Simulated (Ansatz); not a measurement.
# TiCr₂: computed properties

Theory: Ansatz 0.2.0, DFT r2SCAN, scalar-relativistic, plane waves, PAW.

Cutoff 500 eV; k points 10×10×10 on the computed 6-atom cell (Γ-centred); Gaussian smearing, width 0.10 eV; no spin polarisation.

The structure is relaxed at this level of theory with its symmetry kept. Whether it is the stable form of this composition wasn't checked.

The structure is cubic, space group Fd-3m (No. 227). Conventional cell: a = 6.823 Å, b = 6.823 Å, c = 6.823 Å, α = 90.00°, β = 90.00°, γ = 90.00°. Ti (site symmetry -43m) is surrounded by 12 Cr at 2.83 Å and 4 Ti at 2.95 Å. Cr (site symmetry -3m) has 6 Cr at 2.41 Å as nearest neighbours.

```
Volume per atom                                                   : 13.23 Å³
Formation energy from the elements' standard states (uncorrected) : +0.077 eV/atom
Generalised Kohn–Sham band gap                                    : none (metal)
Density of states at the Fermi level                              : 2.78 states/eV per cell
Löwdin character within 0.5 eV of the Fermi level                 : Cr 3d 61 %, Ti 3d 26 %, unprojected 5 %
Bulk modulus                                                      : 211 GPa
Its pressure derivative                                           : 4.0
Bader charges (e)                                                 : Ti (2 in the cell) 1.28, Cr (4 in the cell) -0.64
```

A ferromagnetic start lost its moments in a first run, so spin was left out; other magnetic orders weren't tried.

Cost: 6 runs of about 2.3 core-minutes in all, on Intel Xeon 6975P-C (Granite Rapids) (shared hosts).